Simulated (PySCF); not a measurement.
Adding and removing an electron: SiB

UHF-CCSD(T); basis Si def2-TZVPPD, B def2-TZVPPD; no relativity; PySCF 2.14. Neutral (UHF): quartet (σ ↑, π ↑↑), Re = 1.921 Å, ωe = 739 cm⁻¹, De = 3.16 eV.

SiB⁺ (UHF): triplet (σ ↑, π ↑), Re = 2.114 Å, ωe = 518 cm⁻¹, De = 2.44 eV to Si⁺ + B. The energies at the minima are -313.64205 hartree for SiB and -313.31766 for SiB⁺.

**Question.** Work out the adiabatic ionisation energy, without and with harmonic zero-point energies (1 hartree = 27.2114 eV, 1 eV = 8065.5 cm⁻¹), and the change of the bond length.

**Answer.** At UHF-CCSD(T): 0.32439 hartree = 8.827 eV between the minima; the zero-point term (518.0 − 739.0)/2 cm⁻¹ = -0.014 eV makes it 8.813 eV. Re changes by +19.3 pm against the neutral. The electron leaves a π orbital, and the longer bond of the ion fits a bonding orbital, or a change in how ionic the bond is.

SiB⁻ (ROHF): triplet (σ ↑, π ↑), Re = 1.875 Å, ωe = 795 cm⁻¹. The energies at the minima are -313.64205 hartree for SiB and -313.69767 for SiB⁻.

**Question.** Work out the adiabatic electron affinity, without and with harmonic zero-point energies (1 hartree = 27.2114 eV, 1 eV = 8065.5 cm⁻¹), and the change of the bond length.

**Answer.** At CCSD(T): 0.05562 hartree = 1.513 eV between the minima; the zero-point term (739.0 − 795.0)/2 cm⁻¹ = -0.003 eV makes it 1.510 eV. Re changes by -4.6 pm against the neutral. The electron enters a π orbital, and the shorter bond of the ion fits a bonding orbital, or a change in how ionic the bond is.

Correlated steps freeze 6 core orbitals. UHF and ROHF references stand side by side, which adds small steps between rows. For an ion De counts to the pair picked by the measured ionisation energies or electron affinities, which need not be the lowest pair at this level. The CCSD T1 diagnostic is raised in SiB, SiB⁻, a sign that a single reference may not be enough there. States were picked by a PBE0 search and need not be the measured ground states.

Neutral and ion stand on different kinds of reference determinant, which adds to the error of the difference.
